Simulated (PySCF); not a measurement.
# How the method moves the HOMO and LUMO of `O=C(O)/C=C/F`

Species: C₃H₃FO₂.
SMILES with atom numbers: `[O:1]=[C:2]([OH:3])/[CH:4]=[CH:5]/[F:6]` (hydrogens: H7 on O3; H8 on C4; H9 on C5)

Basis pcSseg-2 throughout (PySCF), one geometry. The structure is a single PBE0-D3(BJ)/def2-SVP conformer in the gas phase; no vibrational or solvent corrections.

Question: How do the orbital energies, the gap and the dipole change with the method?

Answer: 
| method | kind | HOMO (eV) | LUMO (eV) | gap (eV) | μ (D) | SCF cycles |
| --- | --- | --- | --- | --- | --- | --- |
| B97-D | GGA | -6.73 | -2.38 | 4.35 | 0.98 | 17 |
| KT3 | GGA | -6.86 | -2.42 | 4.45 | 0.96 | 17 |
| KT2 | GGA | -6.89 | -2.43 | 4.45 | 0.96 | 18 |
| B97-2 | global hybrid | -8.00 | -1.56 | 6.44 | 0.98 | 15 |
| B3LYP | global hybrid | -8.05 | -1.77 | 6.28 | 0.98 | 15 |
| PBE0 | global hybrid | -8.27 | -1.52 | 6.75 | 0.98 | 14 |
| mPW1PW91 | global hybrid | -8.29 | -1.53 | 6.76 | 0.99 | 14 |

The HOMO spans 1.56 eV, from B97-D down to mPW1PW91, and the gap runs from 4.35 eV (B97-D) to 6.76 eV (mPW1PW91). Over the methods B97-D (0 %), KT3 (0 %), KT2 (0 %), B97-2 (21 %), B3LYP (20 %), PBE0 (25 %), mPW1PW91 (25 %), a straight line through the gap against the share of exact exchange rises by 0.94 eV for each 10 % (correlation coefficient 0.999). The dipole ranges from 0.96 D (KT3) to 0.99 D (mPW1PW91). This basis has no diffuse functions.

The vertical ΔSCF ionisation energy at CAM-B3LYP/def2-SVPD is 10.74 eV; −ε(HOMO) comes closest to it with mPW1PW91 (8.29 eV).
